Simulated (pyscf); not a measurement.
methane (CH₄) + H₃C–Si(CH₃)(OH)–OH → H₃C–Si(CH₃)(CH₃)–OH + water (H₂O) (four-centre exchange; singlet surface; C–H, O–Si broken, C–Si, H–O formed). Structures and frequencies: ωB97X-D3(BJ)/def2-SVP in PySCF. Energies in kcal/mol from the separated reactants.

```
level                   barrier  reaction energy
----------------------  -------  ---------------
ωB97X-D3(BJ)/def2-TZVP     70.8            +27.4
PBE/def2-TZVP               [?]              [?]
B3LYP-D3(BJ)/def2-TZVP     71.9            +28.8
PBE0-D3(BJ)/def2-TZVP      67.1            +26.8
M06-2X/def2-TZVP           71.5            +29.9
ωB97M-D3(BJ)/def2-TZVP      [?]            +28.2
```

Task: Some entries are withheld; supply them.

Result: 
- PBE/def2-TZVP, barrier: 65.0
- PBE/def2-TZVP, reaction energy: +27.3
- ωB97M-D3(BJ)/def2-TZVP, barrier: 70.3

The functionals in the table span 7.0 kcal/mol in this barrier, from PBE to B3LYP-D3(BJ). On the product side the descent ends in a complex (not fully relaxed), 5.9 kcal/mol under the separated species and 49.4 kcal/mol under the saddle at ωB97X-D3(BJ)/def2-TZVP. One saddle was located; it need not be the lowest between these sides.
